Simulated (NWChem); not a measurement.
All runs are NWChem calculations. System: fluorine (F₂), charge 0, spin multiplicity 1, at a geometry optimised with PBE0/def2-SVP. Level: BHandHLYP/def2-QZVP.

The NWChem input:

```
start mol
memory heap 200 mb stack 900 mb global 1100 mb
geometry units angstroms nocenter noautoz
  F      0.000000     0.000000     0.688226
  F      0.000000     0.000000    -0.688226
  symmetry group D2h
end
basis spherical
  * library def2-qzvp
end
dft
  xc bhlyp
  semidirect memsize 60000000 filesize 0
  iterations 100
end
task dft energy
```

Part of the output:

```
             Northwest Computational Chemistry Package (NWChem) 7.3.0
             --------------------------------------------------------

                                NWChem Input Module
                                -------------------

 Scaling coordinates for geometry "geometry" by  1.889725989
 (inverse scale =  0.529177249)

 Turning off AUTOSYM since
 SYMMETRY directive was detected!

                             Geometry "geometry" -> ""
                             -------------------------

 Output coordinates in angstroms (scale by  1.889725989 to convert to a.u.)

  No.       Tag          Charge          X              Y              Z
 ---- ---------------- ---------- -------------- -------------- --------------
    1 F                    9.0000     0.00000000     0.00000000     0.68822600
    2 F                    9.0000     0.00000000     0.00000000    -0.68822600

 Effective nuclear repulsion energy (a.u.)      31.1404663359

            Nuclear Dipole moment (a.u.)
            ----------------------------
        X                 Y               Z
 ---------------- ---------------- ----------------
     0.0000000000     0.0000000000     0.0000000000

      Symmetry information
      --------------------

 Group name             D2h
 Group number             26
 Group order               8
 No. of unique centers     1

      Symmetry unique atoms

     1


 Summary of "ao basis" -> "" (spherical)
 ------------------------------------------------------------------------------
       Tag                 Description            Shells   Functions and Types
 ---------------- ------------------------------  ------  ---------------------
 *                         def2-qzvp                  on all atoms

                                 NWChem DFT Module
                                 -----------------

 Summary of "ao basis" -> "ao basis" (spherical)
 ------------------------------------------------------------------------------
       Tag                 Description            Shells   Functions and Types
 ---------------- ------------------------------  ------  ---------------------
 F                         def2-qzvp                17       57   7s4p3d2f1g

 Summary of "ao basis" -> "ao basis" (spherical)
 ------------------------------------------------------------------------------
       Tag                 Description            Shells   Functions and Types
 ---------------- ------------------------------  ------  ---------------------
 F                         def2-qzvp                17       57   7s4p3d2f1g

      Symmetry analysis of basis
      --------------------------

        ag         24
        au          7
        b1g         7
        b1u        24
        b2g        13
        b2u        13
        b3g        13
        b3u        13

            General Information
            -------------------
          SCF calculation type: DFT
          Wavefunction type:  closed shell.
          No. of atoms     :     2
          No. of electrons :    18
           Alpha electrons :     9
            Beta electrons :     9
          Charge           :     0
          Spin multiplicity:     1
          Use of symmetry is: on ; symmetry adaption is: on
          Maximum number of iterations: 100
          AO basis - number of functions:   114
                     number of shells:    34
          Convergence on energy requested:  1.00D-06
          Convergence on density requested:  1.00D-05
          Convergence on gradient requested:  5.00D-04
[...]
 !! scf_movecs_sym_adapt:   24 vectors were symmetry contaminated

  Symmetry fudging

 !! scf_movecs_sym_adapt:   14 vectors were symmetry contaminated

 d= 0,ls=0.0,diis     5   -199.5237302905 -8.95D-06  3.48D-06  2.25D-06     2.2

 !! scf_movecs_sym_adapt:   24 vectors were symmetry contaminated

  Symmetry fudging

 !! scf_movecs_sym_adapt:   12 vectors were symmetry contaminated

 d= 0,ls=0.0,diis     6   -199.5237304152 -1.25D-07  2.13D-07  5.70D-09     2.3

         Total DFT energy =     -199.523730415215
      One electron energy =     -340.223576017463
           Coulomb energy =      130.268266251363
    Exchange-Corr. energy =      -20.708886985010
 Nuclear repulsion energy =       31.140466335895

 Numeric. integr. density =       18.000001454901

     Total iterative time =      1.6s

                  Occupations of the irreducible representations
                  ----------------------------------------------

                     irrep           alpha         beta
                     --------     --------     --------
                     ag                3.0          3.0
                     au                0.0          0.0
                     b1g               0.0          0.0
                     b1u               2.0          2.0
                     b2g               1.0          1.0
                     b2u               1.0          1.0
                     b3g               1.0          1.0
                     b3u               1.0          1.0

                       DFT Final Molecular Orbital Analysis
                       ------------------------------------

 Vector    7  Occ=2.000000D+00  E=-6.644399D-01  Symmetry=b3u
              MO Center=  4.2D-15, -1.7D-31,  7.1D-17, r^2= 8.7D-01
   Bfn.  Coefficient  Atom+Function         Bfn.  Coefficient  Atom+Function
  ----- ------------  ---------------      ----- ------------  ---------------
     8      0.268526  1 F  px                65      0.268526  2 F  px
    11      0.244980  1 F  px                68      0.244980  2 F  px
    14      0.220833  1 F  px                71      0.220833  2 F  px
    17      0.080807  1 F  px                74      0.080807  2 F  px

 Vector    8  Occ=2.000000D+00  E=-5.162532D-01  Symmetry=b3g
              MO Center= -1.4D-31, -1.1D-29,  4.4D-17, r^2= 9.3D-01
   Bfn.  Coefficient  Atom+Function         Bfn.  Coefficient  Atom+Function
  ----- ------------  ---------------      ----- ------------  ---------------
     9      0.297058  1 F  py                66     -0.297058  2 F  py
    12      0.270596  1 F  py                69     -0.270596  2 F  py
    15      0.249441  1 F  py                72     -0.249441  2 F  py
    18      0.125492  1 F  py                75     -0.125492  2 F  py

 Vector    9  Occ=2.000000D+00  E=-5.162532D-01  Symmetry=b2g
              MO Center=  3.1D-29,  4.0D-31,  1.2D-16, r^2= 9.3D-01
   Bfn.  Coefficient  Atom+Function         Bfn.  Coefficient  Atom+Function
  ----- ------------  ---------------      ----- ------------  ---------------
     8      0.297058  1 F  px                65     -0.297058  2 F  px
    11      0.270596  1 F  px                68     -0.270596  2 F  px
    14      0.249441  1 F  px                71     -0.249441  2 F  px
    17      0.125492  1 F  px                74     -0.125492  2 F  px

 Vector   10  Occ=0.000000D+00  E=-5.491600D-02  Symmetry=b1u
              MO Center= -3.0D-31,  1.3D-30, -3.1D-16, r^2= 1.2D+00
   Bfn.  Coefficient  Atom+Function         Bfn.  Coefficient  Atom+Function
  ----- ------------  ---------------      ----- ------------  ---------------
     7      0.390760  1 F  s                 64     -0.390760  2 F  s
    19     -0.372862  1 F  pz                76     -0.372862  2 F  pz
    16     -0.300297  1 F  pz                73     -0.300297  2 F  pz
    10     -0.291343  1 F  pz                67     -0.291343  2 F  pz
    13     -0.273269  1 F  pz                70     -0.273269  2 F  pz

 Vector   11  Occ=0.000000D+00  E= 2.891320D-01  Symmetry=b1u
              MO Center= -8.2D-31,  2.9D-30,  4.6D-16, r^2= 4.6D+00
   Bfn.  Coefficient  Atom+Function         Bfn.  Coefficient  Atom+Function
  ----- ------------  ---------------      ----- ------------  ---------------
    19      1.381985  1 F  pz                76      1.381985  2 F  pz
     7     -1.039185  1 F  s                 64      1.039185  2 F  s
    16     -0.458506  1 F  pz                73     -0.458506  2 F  pz
     6      0.192758  1 F  s                 63     -0.192758  2 F  s
    10     -0.164354  1 F  pz                67     -0.164354  2 F  pz

 Vector   12  Occ=0.000000D+00  E= 3.232847D-01  Symmetry=b3u
              MO Center= -1.3D-16, -1.5D-18,  1.9D-16, r^2= 3.2D+00
   Bfn.  Coefficient  Atom+Function         Bfn.  Coefficient  Atom+Function
  ----- ------------  ---------------      ----- ------------  ---------------
    17      0.809581  1 F  px                74      0.809581  2 F  px
    14     -0.512081  1 F  px                71     -0.512081  2 F  px
     8     -0.146148  1 F  px                65     -0.146148  2 F  px

 center of mass
 --------------
 x =   0.00000000 y =   0.00000000 z =   0.00000000

 moments of inertia (a.u.)
 ------------------
          64.269784759100           0.000000000000           0.000000000000
           0.000000000000          64.269784759100           0.000000000000
           0.000000000000           0.000000000000           0.000000000000

     Multipole analysis of the density
     ---------------------------------

     L   x y z        total         alpha         beta         nuclear
     -   - - -        -----         -----         ----         -------
     0   0 0 0     -0.000000     -9.000000     -9.000000     18.000000

     1   1 0 0     -0.000000     -0.000000     -0.000000      0.000000
     1   0 1 0     -0.000000     -0.000000     -0.000000      0.000000
     1   0 0 1      0.000000      0.000000      0.000000      0.000000

     2   2 0 0     -7.102054     -3.551027     -3.551027      0.000000
     2   1 1 0     -0.000000     -0.000000     -0.000000      0.000000
     2   1 0 1      0.000000      0.000000      0.000000      0.000000
     2   0 2 0     -7.102054     -3.551027     -3.551027      0.000000
     2   0 1 1      0.000000      0.000000      0.000000      0.000000
     2   0 0 2     -6.610249    -18.528198    -18.528198     30.446146

 Task  times  cpu:        2.3s     wall:        2.3s

 Total times  cpu:        2.3s     wall:        2.3s
```
